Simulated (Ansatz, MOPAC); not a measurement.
Molecule: N2H (charge +1, singlet). SMILES: N#[NH+]

Atoms: N1, N2, H3. Bonds: N1-N2, N1-H3.

Bond lengths (Å) and angles (degrees) optimised at PM6 with MOPAC; PBE/6-31G* with Ansatz (a quantum-chemistry and plane-wave program); B3LYP/LANL2DZ with Ansatz, each started from the B3LYP-D3(BJ)/def2-TZVP structure (Ansatz) of the last column. A row stands for all coordinates that are equal there. 6-31G* holds six Cartesian d functions. No wavenumbers were computed at PBE/6-31G*, B3LYP/LANL2DZ, so these may be saddle points.

| coordinate | PM6 | PBE/6-31G* | B3LYP/LANL2DZ | B3LYP-D3(BJ)/def2-TZVP |
|---|---|---|---|---|
| N1-N2 | 1.106 | 1.111 | 1.122 | 1.086 |
| N1-H3 | 1.024 | 1.047 | 1.040 | 1.038 |
| N2-N1-H3 | 180.0 | 180.0 | 180.0 | 180.0 |

Mean signed difference of all 2 bond lengths from B3LYP-D3(BJ)/def2-TZVP: PM6 0.003 Å, PBE/6-31G* 0.017 Å, B3LYP/LANL2DZ 0.019 Å.
